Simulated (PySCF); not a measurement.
Bonds broken one at a time in the series silaethenyl-X. All species are isolated molecules in the gas phase. One relaxed conformer stands for each flexible species; it need not be the lowest. Strings in code marks are SMILES.

These are PBE0-D3(BJ)/def2-TZVP in PySCF values and carry that method's errors. 

A: radical fragment (`[I]`)
B: radical fragment (`[CH]=C`)
C: radical fragment (`C#[C]`)
D: radical fragment (`[S]C`)
E: radical fragment (`[Br]`)
F: radical fragment (`[Cl]`)

Problem. Which member has the highest dipole moment?

Solution. D (1.74 D); next is C (0.78 D).
